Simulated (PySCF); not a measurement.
H2O, SMILES O. Coordinates come from a B3LYP-D3(BJ)/def2-TZVPD optimisation.

PySCF with TDDFT-PBE/def2-TZVPD puts the lowest singlet excitations at 6.73, 8.27, 8.84, 9.18, 9.43, 10.40 eV and the lowest triplet (TDA) at 6.31 eV.

Problem. What are the lowest singlet roots from EOM-CCSD/aug-cc-pVDZ in PySCF? (The exact figures need the calculation; the answer reports its results.)

Solution. 7.42, 9.18, 9.80, 11.07, 11.53, 11.73 eV; triplets 7.01, 9.01, 9.31 eV. S1 differs by 0.69 eV (second minus first; roots are paired by order, and the bases may differ).
